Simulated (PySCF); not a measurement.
# H₄SeS, a complex of two parts: interaction energy, part 2 of 3

PySCF 2.14.0. Atoms count from 0, parts from 1. The steps go on from the part before.

## 5. Coupled-cluster interaction energy: CCSD(T) and MP2, 3.03 Å

Job settings and geometry (Å):

```
{"job": {"kind": "intercc", "basis": "aug-cc-pVDZ", "basis_mid": "aug-cc-pVTZ", "basis_large": "aug-cc-pVQZ"}, "charge": 0, "multiplicity": 1, "parts": [{"atoms": "0-2", "charge": 0, "multiplicity": 1}, {"atoms": "3-5", "charge": 0, "multiplicity": 1}]}
S     -0.340540     0.768419    -0.016891
H     -0.589030    -0.373088     0.643584
H      0.982361     0.542021    -0.015537
Se     0.061814    -2.260737    -3.208404
H     -0.333620    -1.087050    -2.413472
H     -1.292792    -2.404587    -3.751782
```

Level: CCSD(T)/aug-cc-pVDZ and MP2/aug-cc-pVTZ, aug-cc-pVQZ counterpoise interaction energy, frozen core, gas phase.

The program printed:

```text
part 1, own basis, geometry of the cluster: E = -398.7137404775 (as before)

part 2, own basis, geometry of the cluster: E = -2401.0489907375 (as before)

part 1, own basis, relaxed alone: E = -398.7137497967 (as before)

part 2, own basis, relaxed alone: E = -2401.0489940380 (as before)

cluster
final grid: 6552 points
cycle   1  E = -2799.7627598879  dE = -7.124e-04  |g| = 8.067e-03  |ddm| = 2.957e-01
cycle   2  E = -2799.7628082209  dE = -4.833e-05  |g| = 2.526e-03  |ddm| = 5.583e-02
cycle   3  E = -2799.7628145769  dE = -6.356e-06  |g| = 8.132e-04  |ddm| = 1.637e-02
cycle   4  E = -2799.7628151117  dE = -5.348e-07  |g| = 2.597e-04  |ddm| = 3.114e-03
cycle   5  E = -2799.7628151646  dE = -5.292e-08  |g| = 7.791e-05  |ddm| = 9.558e-04
cycle   6  E = -2799.7628151691  dE = -4.451e-09  |g| = 1.723e-05  |ddm| = 3.851e-04
cycle   7  E = -2799.7628151694  dE = -3.015e-10  |g| = 4.761e-06  |ddm| = 7.203e-05
converged SCF energy = -2799.7628151694

part 1 in the basis of the cluster
final grid: 6552 points
cycle   1  E = -398.7137922864  dE = -5.235e-05  |g| = 1.502e-03  |ddm| = 2.092e-01
cycle   2  E = -398.7137933841  dE = -1.098e-06  |g| = 2.585e-04  |ddm| = 2.736e-02
cycle   3  E = -398.7137934268  dE = -4.276e-08  |g| = 2.677e-05  |ddm| = 5.048e-03
cycle   4  E = -398.7137934274  dE = -5.898e-10  |g| = 4.971e-06  |ddm| = 2.936e-04
converged SCF energy = -398.7137934274

part 2 in the basis of the cluster
final grid: 6552 points
cycle   1  E = -2401.0490012827  dE = -1.114e-05  |g| = 5.099e-04  |ddm| = 9.883e-02
cycle   2  E = -2401.0490013812  dE = -9.852e-08  |g| = 7.645e-05  |ddm| = 9.114e-03
cycle   3  E = -2401.0490013835  dE = -2.220e-09  |g| = 2.713e-05  |ddm| = 1.285e-03
cycle   4  E = -2401.0490013836  dE = -9.322e-11  |g| = 3.047e-06  |ddm| = 1.400e-04
converged SCF energy = -2401.0490013836

Interaction energy (kcal/mol)
  counterpoise       -1.524
  uncorrected        -2.045
  dispersion part     0.000
  deformation         0.054
  binding            -1.471

Decomposition of the uncorrected value (kcal/mol)
  electrostatic      -1.510
  Pauli               1.938
  orbital            -0.482
  dispersion          0.000
  correlation        -1.992

Charge of each part in the cluster: 0.004 -0.004
part 1, own basis, geometry of the cluster: E = -398.7180287012 (as before)

part 2, own basis, geometry of the cluster: E = -2401.0523190691 (as before)

part 1, own basis, relaxed alone: E = -398.7180394474 (as before)

part 2, own basis, relaxed alone: E = -2401.0523250968 (as before)

cluster
final grid: 6552 points
cycle   1  E = -2799.7703159376  dE = -7.306e-04  |g| = 8.508e-03  |ddm| = 2.266e-01
cycle   2  E = -2799.7703690687  dE = -5.313e-05  |g| = 2.706e-03  |ddm| = 4.128e-02
cycle   3  E = -2799.7703759753  dE = -6.907e-06  |g| = 9.144e-04  |ddm| = 1.491e-02
cycle   4  E = -2799.7703766173  dE = -6.419e-07  |g| = 3.044e-04  |ddm| = 4.157e-03
cycle   5  E = -2799.7703766779  dE = -6.061e-08  |g| = 1.033e-04  |ddm| = 1.065e-03
cycle   6  E = -2799.7703766853  dE = -7.396e-09  |g| = 2.022e-05  |ddm| = 4.800e-04
cycle   7  E = -2799.7703766857  dE = -3.733e-10  |g| = 6.011e-06  |ddm| = 1.105e-04
converged SCF energy = -2799.7703766857

part 1 in the basis of the cluster
final grid: 6552 points
cycle   1  E = -398.7180456623  dE = -1.722e-05  |g| = 8.308e-04  |ddm| = 1.689e-01
cycle   2  E = -398.7180459944  dE = -3.321e-07  |g| = 1.300e-04  |ddm| = 2.120e-02
cycle   3  E = -398.7180460058  dE = -1.146e-08  |g| = 1.264e-05  |ddm| = 3.800e-03
cycle   4  E = -398.7180460060  dE = -1.409e-10  |g| = 1.946e-06  |ddm| = 2.557e-04
converged SCF energy = -398.7180460060

part 2 in the basis of the cluster
final grid: 6552 points
cycle   1  E = -2401.0523210069  dE = -2.224e-06  |g| = 2.205e-04  |ddm| = 8.665e-02
cycle   2  E = -2401.0523210283  dE = -2.147e-08  |g| = 2.741e-05  |ddm| = 1.019e-02
cycle   3  E = -2401.0523210288  dE = -4.798e-10  |g| = 5.617e-06  |ddm| = 1.548e-03
converged SCF energy = -2401.0523210288

Interaction energy (kcal/mol)
  counterpoise       -1.598
  uncorrected        -2.007
  dispersion part     0.000
  deformation         0.068
  binding            -1.530

Decomposition of the uncorrected value (kcal/mol)
  electrostatic      -1.498
  Pauli               1.976
  orbital            -0.497
  dispersion          0.000
  correlation        -1.988

Charge of each part in the cluster: 0.004 -0.004
part 1 in the basis of the cluster: E(HF) = -398.698294415  E2 = -0.155444270  E(CCSD corr) = -0.178091765  (T) = -0.004895441
part 2 in the basis of the cluster: E(HF) = -2400.974684064  E2 = -0.156208572  E(CCSD corr) = -0.176702690  (T) = -0.005005395
cluster: E(HF) = -2799.673104092  E2 = -0.313644357  E(CCSD corr) = -0.356208204  (T) = -0.010165129

Counterpoise interaction energy (kcal/mol)
  hf_small                  -0.079
  mp2_small                 -1.329
  ccsd_small                -0.966
  ccsdt_small               -1.132
  hf_large                  -0.006
  mp2_large                 -1.598
  hf_middle                 -0.013
  mp2_middle                -1.524
  scs_mp2_large             -1.210
  mp2_limit                 -1.657
  ccsdt_less_mp2             0.197
  ccsdt_limit_estimate      -1.460
  bsse_mp2_large             0.409
```

Wall time 2.9 min (1 thread of Arm Neoverse N1, shared host); peak memory 1.1 GiB.

Contacts at this geometry (a selection, picked against the atoms' radii; other short pairs can be missing):

```csv
atoms,distance (Å),kind (by distance and angle),angle (°)
S0···H4,3.03,at van der Waals distance,–
```

```csv
method,interaction energy (kcal/mol),"from CCSD(T), limit estimate (kcal/mol)"
HF/aug-cc-pVDZ,-0.08,+1.38
MP2/aug-cc-pVDZ,-1.33,+0.13
CCSD/aug-cc-pVDZ,-0.97,+0.49
CCSD(T)/aug-cc-pVDZ,-1.13,+0.33
HF/aug-cc-pVQZ,-0.01,+1.45
MP2/aug-cc-pVQZ,-1.60,-0.14
SCS-MP2/aug-cc-pVQZ,-1.21,+0.25
"MP2, extrapolated",-1.66,-0.20
"CCSD(T), limit estimate",-1.46,0
```

These energies keep the parts at their geometry in the cluster; deforming them to it costs 0.07 kcal/mol (MP2).

## 6. Coupled-cluster interaction energy: CCSD(T) and MP2, 2.62 Å

Settings changed since step 5:

```diff
@@ -4,4 +4,4 @@
 H      0.982361     0.542021    -0.015537
-Se     0.061814    -2.260737    -3.208404
-H     -0.333620    -1.087050    -2.413472
-H     -1.292792    -2.404587    -3.751782
+Se     0.060870    -2.007719    -2.881598
+H     -0.334564    -0.834031    -2.086665
+H     -1.293736    -2.151568    -3.424975
```

Level: CCSD(T)/aug-cc-pVDZ and MP2/aug-cc-pVTZ, aug-cc-pVQZ counterpoise interaction energy, frozen core, gas phase.

The program printed:

```text
part 1, own basis, geometry of the cluster: E = -398.7137404775 (as before)

part 2, own basis, geometry of the cluster: E = -2401.0489907375 (as before)

part 1, own basis, relaxed alone: E = -398.7137497967 (as before)

part 2, own basis, relaxed alone: E = -2401.0489940380 (as before)

cluster
final grid: 6552 points
cycle   1  E = -2799.7600938773  dE = -2.381e-03  |g| = 1.576e-02  |ddm| = 3.891e-01
cycle   2  E = -2799.7602791091  dE = -1.852e-04  |g| = 5.033e-03  |ddm| = 7.871e-02
cycle   3  E = -2799.7603048661  dE = -2.576e-05  |g| = 1.398e-03  |ddm| = 2.885e-02
cycle   4  E = -2799.7603065623  dE = -1.696e-06  |g| = 4.413e-04  |ddm| = 5.297e-03
cycle   5  E = -2799.7603067610  dE = -1.987e-07  |g| = 1.082e-04  |ddm| = 1.711e-03
cycle   6  E = -2799.7603067704  dE = -9.329e-09  |g| = 3.327e-05  |ddm| = 4.321e-04
cycle   7  E = -2799.7603067713  dE = -9.068e-10  |g| = 9.647e-06  |ddm| = 1.300e-04
converged SCF energy = -2799.7603067713

part 1 in the basis of the cluster
final grid: 6552 points
cycle   1  E = -398.7138060259  dE = -6.580e-05  |g| = 1.743e-03  |ddm| = 2.453e-01
cycle   2  E = -398.7138074031  dE = -1.377e-06  |g| = 2.935e-04  |ddm| = 3.310e-02
cycle   3  E = -398.7138074558  dE = -5.271e-08  |g| = 2.990e-05  |ddm| = 6.245e-03
cycle   4  E = -398.7138074565  dE = -7.277e-10  |g| = 5.972e-06  |ddm| = 3.571e-04
converged SCF energy = -398.7138074565

part 2 in the basis of the cluster
final grid: 6552 points
cycle   1  E = -2401.0490063247  dE = -1.652e-05  |g| = 6.572e-04  |ddm| = 1.339e-01
cycle   2  E = -2401.0490064700  dE = -1.452e-07  |g| = 1.063e-04  |ddm| = 1.354e-02
cycle   3  E = -2401.0490064732  dE = -3.288e-09  |g| = 3.930e-05  |ddm| = 1.988e-03
cycle   4  E = -2401.0490064734  dE = -2.037e-10  |g| = 3.754e-06  |ddm| = 2.513e-04
converged SCF energy = -2401.0490064734

Interaction energy (kcal/mol)
  counterpoise       -1.309
  uncorrected        -2.137
  dispersion part     0.000
  deformation         0.054
  binding            -1.255

Decomposition of the uncorrected value (kcal/mol)
  electrostatic      -3.591
  Pauli               6.739
  orbital            -1.628
  dispersion          0.000
  correlation        -3.658

Charge of each part in the cluster: 0.011 -0.011
part 1, own basis, geometry of the cluster: E = -398.7180287012 (as before)

part 2, own basis, geometry of the cluster: E = -2401.0523190691 (as before)

part 1, own basis, relaxed alone: E = -398.7180394474 (as before)

part 2, own basis, relaxed alone: E = -2401.0523250968 (as before)

cluster
final grid: 6552 points
cycle   1  E = -2799.7676209063  dE = -2.454e-03  |g| = 1.623e-02  |ddm| = 3.276e-01
cycle   2  E = -2799.7678170187  dE = -1.961e-04  |g| = 5.215e-03  |ddm| = 5.673e-02
cycle   3  E = -2799.7678440135  dE = -2.699e-05  |g| = 1.514e-03  |ddm| = 2.410e-02
cycle   4  E = -2799.7678459760  dE = -1.962e-06  |g| = 4.676e-04  |ddm| = 6.263e-03
cycle   5  E = -2799.7678461941  dE = -2.181e-07  |g| = 1.255e-04  |ddm| = 2.083e-03
cycle   6  E = -2799.7678462050  dE = -1.085e-08  |g| = 4.167e-05  |ddm| = 5.041e-04
cycle   7  E = -2799.7678462061  dE = -1.139e-09  |g| = 1.253e-05  |ddm| = 1.878e-04
cycle   8  E = -2799.7678462062  dE = -1.287e-10  |g| = 4.120e-06  |ddm| = 4.590e-05
converged SCF energy = -2799.7678462062

part 1 in the basis of the cluster
final grid: 6552 points
cycle   1  E = -398.7180492861  dE = -2.043e-05  |g| = 8.946e-04  |ddm| = 2.148e-01
cycle   2  E = -398.7180496606  dE = -3.746e-07  |g| = 1.370e-04  |ddm| = 2.719e-02
cycle   3  E = -398.7180496733  dE = -1.269e-08  |g| = 1.356e-05  |ddm| = 4.785e-03
cycle   4  E = -398.7180496735  dE = -1.608e-10  |g| = 2.096e-06  |ddm| = 3.118e-04
converged SCF energy = -398.7180496735

part 2 in the basis of the cluster
final grid: 6552 points
cycle   1  E = -2401.0523220536  dE = -3.472e-06  |g| = 2.851e-04  |ddm| = 1.160e-01
cycle   2  E = -2401.0523220858  dE = -3.220e-08  |g| = 3.484e-05  |ddm| = 1.408e-02
cycle   3  E = -2401.0523220866  dE = -7.194e-10  |g| = 6.893e-06  |ddm| = 2.228e-03
converged SCF energy = -2401.0523220866

Interaction energy (kcal/mol)
  counterpoise       -1.475
  uncorrected        -2.122
  dispersion part     0.000
  deformation         0.068
  binding            -1.407

Decomposition of the uncorrected value (kcal/mol)
  electrostatic      -3.557
  Pauli               6.807
  orbital            -1.681
  dispersion          0.000
  correlation        -3.691

Charge of each part in the cluster: 0.011 -0.011
part 1 in the basis of the cluster: E(HF) = -398.698416200  E2 = -0.155744231  E(CCSD corr) = -0.178396568  (T) = -0.004927931
part 2 in the basis of the cluster: E(HF) = -2400.974717150  E2 = -0.156461525  E(CCSD corr) = -0.176956888  (T) = -0.005027602
cluster: E(HF) = -2799.670734436  E2 = -0.315843093  E(CCSD corr) = -0.357875446  (T) = -0.010422664

Counterpoise interaction energy (kcal/mol)
  hf_small                   1.505
  mp2_small                 -0.777
  ccsd_small                -0.077
  ccsdt_small               -0.370
  hf_large                   1.585
  mp2_large                 -1.475
  hf_middle                  1.573
  mp2_middle                -1.309
  scs_mp2_large             -0.744
  mp2_limit                 -1.604
  ccsdt_less_mp2             0.407
  ccsdt_limit_estimate      -1.197
  bsse_mp2_large             0.647
```

Wall time 3.1 min (1 thread of Arm Neoverse N1, shared host); peak memory 1.2 GiB.

Contacts at this geometry (a selection, picked against the atoms' radii; other short pairs can be missing):

```csv
atoms,distance (Å),kind (by distance and angle),angle (°)
H4···S0,2.62,hydrogen bond,156
```

Differences are taken before rounding.

```csv
method,interaction energy (kcal/mol),"from CCSD(T), limit estimate (kcal/mol)"
HF/aug-cc-pVDZ,1.51,+2.70
MP2/aug-cc-pVDZ,-0.78,+0.42
CCSD/aug-cc-pVDZ,-0.08,+1.12
CCSD(T)/aug-cc-pVDZ,-0.37,+0.83
HF/aug-cc-pVQZ,1.58,+2.78
MP2/aug-cc-pVQZ,-1.47,-0.28
SCS-MP2/aug-cc-pVQZ,-0.74,+0.45
"MP2, extrapolated",-1.60,-0.41
"CCSD(T), limit estimate",-1.20,0
```

These energies keep the parts at their geometry in the cluster; deforming them to it costs 0.07 kcal/mol (MP2).

## 7. Coupled-cluster interaction energy: CCSD(T) and MP2, 3.44 Å

Settings changed since step 6:

```diff
@@ -4,4 +4,4 @@
 H      0.982361     0.542021    -0.015537
-Se     0.060870    -2.007719    -2.881598
-H     -0.334564    -0.834031    -2.086665
-H     -1.293736    -2.151568    -3.424975
+Se     0.062758    -2.513756    -3.535210
+H     -0.332676    -1.340068    -2.740278
+H     -1.291848    -2.657606    -4.078588
```

Method: CCSD(T)/aug-cc-pVDZ and MP2/aug-cc-pVTZ, aug-cc-pVQZ counterpoise interaction energy, frozen core, gas phase.

The program printed:

```text
part 1, own basis, geometry of the cluster: E = -398.7137404775 (as before)

part 2, own basis, geometry of the cluster: E = -2401.0489907375 (as before)

part 1, own basis, relaxed alone: E = -398.7137497967 (as before)

part 2, own basis, relaxed alone: E = -2401.0489940380 (as before)

cluster
final grid: 6552 points
cycle   1  E = -2799.7633038799  dE = -2.521e-04  |g| = 4.686e-03  |ddm| = 2.012e-01
cycle   2  E = -2799.7633192264  dE = -1.535e-05  |g| = 1.470e-03  |ddm| = 3.249e-02
cycle   3  E = -2799.7633211898  dE = -1.963e-06  |g| = 5.622e-04  |ddm| = 7.758e-03
cycle   4  E = -2799.7633214288  dE = -2.389e-07  |g| = 1.678e-04  |ddm| = 2.084e-03
cycle   5  E = -2799.7633214497  dE = -2.094e-08  |g| = 4.430e-05  |ddm| = 6.363e-04
cycle   6  E = -2799.7633214513  dE = -1.611e-09  |g| = 9.272e-06  |ddm| = 2.567e-04
cycle   7  E = -2799.7633214514  dE = -9.277e-11  |g| = 2.463e-06  |ddm| = 3.859e-05
converged SCF energy = -2799.7633214514

part 1 in the basis of the cluster
final grid: 6552 points
cycle   1  E = -398.7137795165  dE = -3.970e-05  |g| = 1.311e-03  |ddm| = 1.506e-01
cycle   2  E = -398.7137803462  dE = -8.296e-07  |g| = 2.235e-04  |ddm| = 1.883e-02
cycle   3  E = -398.7137803776  dE = -3.143e-08  |g| = 2.239e-05  |ddm| = 3.585e-03
cycle   4  E = -398.7137803780  dE = -4.144e-10  |g| = 3.886e-06  |ddm| = 2.763e-04
converged SCF energy = -398.7137803780

part 2 in the basis of the cluster
final grid: 6552 points
cycle   1  E = -2401.0489979290  dE = -7.514e-06  |g| = 3.967e-04  |ddm| = 7.566e-02
cycle   2  E = -2401.0489979978  dE = -6.875e-08  |g| = 5.611e-05  |ddm| = 6.703e-03
cycle   3  E = -2401.0489979994  dE = -1.593e-09  |g| = 1.839e-05  |ddm| = 9.295e-04
cycle   4  E = -2401.0489979994  dE = -5.184e-11  |g| = 2.527e-06  |ddm| = 9.233e-05
converged SCF energy = -2401.0489979994

Interaction energy (kcal/mol)
  counterpoise       -1.149
  uncorrected        -1.477
  dispersion part     0.000
  deformation         0.054
  binding            -1.096

Decomposition of the uncorrected value (kcal/mol)
  electrostatic      -0.751
  Pauli               0.549
  orbital            -0.169
  dispersion          0.000
  correlation        -1.106

Charge of each part in the cluster: 0.002 -0.002
part 1, own basis, geometry of the cluster: E = -398.7180287012 (as before)

part 2, own basis, geometry of the cluster: E = -2401.0523190691 (as before)

part 1, own basis, relaxed alone: E = -398.7180394474 (as before)

part 2, own basis, relaxed alone: E = -2401.0523250968 (as before)

cluster
final grid: 6552 points
cycle   1  E = -2799.7708775142  dE = -2.348e-04  |g| = 4.892e-03  |ddm| = 1.806e-01
cycle   2  E = -2799.7708939219  dE = -1.641e-05  |g| = 1.598e-03  |ddm| = 3.143e-02
cycle   3  E = -2799.7708960413  dE = -2.119e-06  |g| = 6.385e-04  |ddm| = 9.013e-03
cycle   4  E = -2799.7708963335  dE = -2.921e-07  |g| = 2.023e-04  |ddm| = 3.086e-03
cycle   5  E = -2799.7708963572  dE = -2.368e-08  |g| = 5.760e-05  |ddm| = 6.792e-04
cycle   6  E = -2799.7708963599  dE = -2.716e-09  |g| = 1.064e-05  |ddm| = 3.531e-04
cycle   7  E = -2799.7708963600  dE = -1.087e-10  |g| = 3.278e-06  |ddm| = 5.171e-05
converged SCF energy = -2799.7708963600

part 1 in the basis of the cluster
final grid: 6552 points
cycle   1  E = -398.7180414534  dE = -1.328e-05  |g| = 7.205e-04  |ddm| = 1.413e-01
cycle   2  E = -398.7180417326  dE = -2.792e-07  |g| = 1.185e-04  |ddm| = 1.768e-02
cycle   3  E = -398.7180417427  dE = -1.002e-08  |g| = 1.132e-05  |ddm| = 3.198e-03
cycle   4  E = -398.7180417428  dE = -1.122e-10  |g| = 1.759e-06  |ddm| = 2.088e-04
converged SCF energy = -398.7180417428

part 2 in the basis of the cluster
final grid: 6552 points
cycle   1  E = -2401.0523204038  dE = -1.452e-06  |g| = 1.702e-04  |ddm| = 6.809e-02
cycle   2  E = -2401.0523204183  dE = -1.442e-08  |g| = 2.106e-05  |ddm| = 7.487e-03
cycle   3  E = -2401.0523204186  dE = -3.138e-10  |g| = 4.069e-06  |ddm| = 1.080e-03
converged SCF energy = -2401.0523204186

Interaction energy (kcal/mol)
  counterpoise       -1.183
  uncorrected        -1.439
  dispersion part     0.000
  deformation         0.068
  binding            -1.115

Decomposition of the uncorrected value (kcal/mol)
  electrostatic      -0.746
  Pauli               0.561
  orbital            -0.159
  dispersion          0.000
  correlation        -1.094

Charge of each part in the cluster: 0.002 -0.002
part 1 in the basis of the cluster: E(HF) = -398.698176337  E2 = -0.155275369  E(CCSD corr) = -0.177925647  (T) = -0.004876452
part 2 in the basis of the cluster: E(HF) = -2400.974664584  E2 = -0.156064025  E(CCSD corr) = -0.176559205  (T) = -0.004993164
cluster: E(HF) = -2799.673465674  E2 = -0.312441579  E(CCSD corr) = -0.355266687  (T) = -0.010017964

Counterpoise interaction energy (kcal/mol)
  hf_small                  -0.392
  mp2_small                 -1.084
  ccsd_small                -0.883
  ccsdt_small               -0.976
  hf_large                  -0.335
  mp2_large                 -1.183
  hf_middle                 -0.341
  mp2_middle                -1.149
  scs_mp2_large             -0.969
  mp2_limit                 -1.212
  ccsdt_less_mp2             0.108
  ccsdt_limit_estimate      -1.104
  bsse_mp2_large             0.256
```

Wall time 2.8 min (1 thread of Arm Neoverse N1, shared host); peak memory 1.2 GiB.

Contacts at this geometry (a selection, picked against the atoms' radii; other short pairs can be missing):

```csv
atoms,distance (Å),kind (by distance and angle),angle (°)
S0···H4,3.44,beyond van der Waals contact,–
```

Differences are taken before rounding.

```csv
method,interaction energy (kcal/mol),"from CCSD(T), limit estimate (kcal/mol)"
HF/aug-cc-pVDZ,-0.39,+0.71
MP2/aug-cc-pVDZ,-1.08,+0.02
CCSD/aug-cc-pVDZ,-0.88,+0.22
CCSD(T)/aug-cc-pVDZ,-0.98,+0.13
HF/aug-cc-pVQZ,-0.34,+0.77
MP2/aug-cc-pVQZ,-1.18,-0.08
SCS-MP2/aug-cc-pVQZ,-0.97,+0.13
"MP2, extrapolated",-1.21,-0.11
"CCSD(T), limit estimate",-1.10,0
```

These energies keep the parts at their geometry in the cluster; deforming them to it costs 0.07 kcal/mol (MP2).

(Part 2 of 3 ends here.)
